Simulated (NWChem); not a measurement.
# difluoromethane (CH$_{2}$F$_{2}$); SMILES FCF

Computed with NWChem. Structure relaxed at the PBE-D3(BJ)/def2-SVP level. Computed dipoles belong to the equilibrium geometry; the measured one is vibrationally averaged.

Measured dipole moment: 1.97 D (NIST CCCBDB, as tabulated in the package chemicals).

Q: Which of these levels lies farthest from the measured value, and how do the others fare: Hartree-Fock/def2-TZVPD; Hartree-Fock/def2-SVPD; Hartree-Fock/def2-QZVP; Hartree-Fock/def2-TZVP; Hartree-Fock/STO-3G; Hartree-Fock/def2-SVP; Hartree-Fock/def2-TZVPP?

A: Hartree-Fock/STO-3G.
| level | dipole moment (D) | computed − measured |
|---|---|---|
| Hartree-Fock/STO-3G | 1.25 | -0.72 |
| Hartree-Fock/def2-SVP | 2.27 | +0.30 |
| Hartree-Fock/def2-SVPD | 2.21 | +0.24 |
| Hartree-Fock/def2-TZVP | 2.14 | +0.17 |
| Hartree-Fock/def2-TZVPD | 2.15 | +0.18 |
| Hartree-Fock/def2-TZVPP | 2.15 | +0.18 |
| Hartree-Fock/def2-QZVP | 2.16 | +0.19 |
